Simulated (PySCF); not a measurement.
Adding and removing an electron: LiS

UHF-SCS-MP2; basis Li def2-TZVP, S def2-TZVP; no relativity; PySCF 2.14. Neutral (UHF): doublet (π ↑), Re = 2.161 Å, ωe = 583 cm⁻¹, De = 2.91 eV.

LiS⁺ (UHF): triplet (π ↑↑), Re = 2.479 Å, ωe = 337 cm⁻¹, De = 0.74 eV to Li⁺ + S. The energies at the minima are -405.19209 hartree for LiS and -404.91529 for LiS⁺.

**Question.** Work out the adiabatic ionisation energy, without and with harmonic zero-point energies (1 hartree = 27.2114 eV, 1 eV = 8065.5 cm⁻¹), and the change of the bond length.

**Answer.** At UHF-SCS-MP2: 0.27680 hartree = 7.532 eV between the minima; the zero-point term (337.0 − 583.0)/2 cm⁻¹ = -0.015 eV makes it 7.517 eV. Re changes by +31.8 pm against the neutral. The electron leaves a π orbital, and the ion is left as a loose complex of an ion and an atom.

Correlated steps freeze 5 core orbitals. For an ion De counts to the pair picked by the measured ionisation energies or electron affinities, which need not be the lowest pair at this level. States were picked by a PBE0 search and need not be the measured ground states.
